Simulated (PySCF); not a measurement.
Q: What does the PBE0-D3(BJ)/def2-SVP structure of `[BH3-][PH3+]` look like in three dimensions?

A: 
```xyz
8
BH6P angstrom
B     -1.1954   -0.1016   -0.0209
P      0.7237    0.0052    0.0385
H     -1.5569    0.7859    0.7350
H     -1.4561    0.0982   -1.1967
H     -1.4367   -1.2325    0.3678
H      1.3659   -0.1768    1.2885
H      1.4674   -0.9116   -0.7452
H      1.3359    1.2164   -0.3685
```

Any rigid rotation of these coordinates is as good. Atoms count from 1 in this order. P2 (phosphorus bonded to B and 3 H) is distorted tetrahedral (angles from 99.6° to 118.2°). B1 (four-coordinate boron) is distorted tetrahedral (angles from 103.5° to 114.7°).

Bonds between heavy atoms (Å): B1–P2 1.923.

Theory: PBE0-D3(BJ)/def2-SVP geometry optimisation, gas phase in PySCF.

Point group: C3v (every atom within 0.08 Å of its image). Not checked by PBE0-D3(BJ)/def2-SVP frequencies.

Time: 4.7 s of wall time; peak memory 0.29 GiB. Hardware: Arm Neoverse V2, one thread, shared host with 96 logical CPUs at a one-minute load of 58. This is the geometry optimisation.
